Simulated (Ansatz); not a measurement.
**What a trial cell of Zn2As relaxes into**

Level of theory: DFT PBE, scalar-relativistic, plane waves, PAW (Ansatz 0.2.0). Cutoff 420 eV, Γ-centred k mesh, Gaussian smearing, no spin polarisation in the final step.

The start puts Zn2As on the anti-rutile structure type (P4_2/mnm, No. 136), with As in place of Ti, Zn in place of O, at a guessed volume.

```xyz
6
Lattice="5.4465 0.0000 0.0000 0.0000 5.4465 0.0000 0.0000 0.0000 3.5081" Properties=species:S:1:pos:R:3 pbc="T T T"
Zn    1.6666    1.6666    0.0000
Zn    1.0566    4.3898    1.7540
Zn    3.7798    3.7798    0.0000
Zn    4.3898    1.0566    1.7540
As    0.0000    0.0000    0.0000
As    2.7232    2.7232    1.7540
```

Steps on the 4×4×6 mesh (6 atoms). 8 of 8 steps are shown, and the free energy counts from the last. Trial steps that were taken back and renewals of the plane-wave basis can be among the rows.

| step | ΔF (meV/atom) | V (Å³/atom) | P (GPa) | largest force component (eV/Å) |
| --- | --- | --- | --- | --- |
| 1 | 363.5 | 17.34 | 23.94 | 0.800 |
| 2 | 144.5 | 19.04 | 12.89 | 0.298 |
| 3 | 36.2 | 20.89 | 4.86 | 0.111 |
| 4 | 11.4 | 22.19 | 1.20 | 0.040 |
| 5 | 9.3 | 22.77 | 0.01 | 0.015 |
| 6 | 1.8 | 22.77 | 0.52 | 0.019 |
| 7 | 0.1 | 23.04 | 0.13 | 0.025 |
| 8 | 0.0 | 23.04 | 0.13 | 0.025 |

A final relaxation ran on a 6×6×10 mesh. The relaxed crystal, P4_2/mnm (No. 136):

```cif
data_structure
_symmetry_space_group_name_H-M 'P4_2/mnm'
_symmetry_Int_Tables_number 136
_cell_length_a 5.8551
_cell_length_b 5.8551
_cell_length_c 4.0318
_cell_angle_alpha 90.000
_cell_angle_beta 90.000
_cell_angle_gamma 90.000
_cell_volume 138.22
loop_
_atom_site_label
_atom_site_type_symbol
_atom_site_symmetry_multiplicity
_atom_site_Wyckoff_symbol
_atom_site_fract_x
_atom_site_fract_y
_atom_site_fract_z
_atom_site_occupancy
Zn1 Zn 4 f 0.30614 0.30614 0.00000 1
As1 As 2 a 0.00000 0.00000 0.00000 1
```

For Zn2As, the volume per atom is 23.04 Å³. The density is 4.94 g/cm³, the energy over the elements is 0.15 eV/atom and the gap on the 6×6×10 mesh is 0 eV (a metal).

Formation energies are uncorrected and refer to the elements' standard structures at the same level.

The final run used a 6×6×10 mesh on its 6-atom cell and 0.10 eV smearing. The k mesh leaves about 4 meV/atom of noise in metals.

Symmetry constrained the relaxation, so the result can be a saddle point.

Cost: 3 runs of about 2.5 core-minutes in all, on Arm Neoverse V2 (shared hosts).